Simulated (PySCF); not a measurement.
Geometry:
```json
{"atom": "O1", "x (Å)": "0.373", "y (Å)": "-0.032", "z (Å)": "1.608"}
{"atom": "P2", "x (Å)": "-0.113", "y (Å)": "-0.041", "z (Å)": "0.221"}
{"atom": "O3", "x (Å)": "-0.822", "y (Å)": "1.282", "z (Å)": "-0.356"}
{"atom": "O4", "x (Å)": "1.041", "y (Å)": "-0.296", "z (Å)": "-0.884"}
{"atom": "O5", "x (Å)": "-1.242", "y (Å)": "-1.132", "z (Å)": "-0.080"}
{"atom": "H6", "x (Å)": "-0.345", "y (Å)": "2.084", "z (Å)": "-0.110"}
{"atom": "H7", "x (Å)": "1.790", "y (Å)": "-0.745", "z (Å)": "-0.472"}
{"atom": "H8", "x (Å)": "-1.596", "y (Å)": "-1.080", "z (Å)": "-0.977"}
```

Geometry: PBE0-D3(BJ)/def2-SVP; GIAO shifts from PySCF, gas phase, non-relativistic, averaged over equivalent atoms.

At PBE0/STO-3G (32 basis functions, 2.7 s wall time on 1 thread of an Intel Xeon Platinum 8259CL, shared host):
```
   atoms  δ (ppm)
      O1     49.6
O3/O4/O5    -14.5
      P2     -7.5
H6/H7/H8    -0.92
```

Referencing at the same level of theory: H2O for ¹⁷O (σ = 341.71 ppm); ³¹P (σ = 552.63 ppm) vs H3PO4; ¹H (σ = 32.60 ppm) against TMS.

Estimate the result of repeating the calculation with PBE0/6-311+G(2d,p).

## Answers


| atoms | δ at PBE0/6-311+G(2d,p) | change |
| --- | --- | --- |
| O1 | 138.8 | +89.2 |
| O3/O4/O5 | 105.8 | +120.3 |
| P2 | -6.4 | +1.1 |
| H6/H7/H8 | 2.92 | +3.84 |

References, each an isolated molecule treated in the same way: H2O for ¹⁷O (326.57 ppm); ³¹P (297.00 ppm) vs H3PO4; ¹H (31.51 ppm) against TMS.

The largest change is at O3/O4/O5 (oxygen bonded to P, H). Cost: 161 basis functions, 16 s wall time on 1 thread of an Intel Xeon Platinum 8259CL, shared host.

Experimental scales use liquid or dissolved standards, which lie at an offset from isolated H2O (liquid H2O: subtract about 36 ppm) and H3PO4.
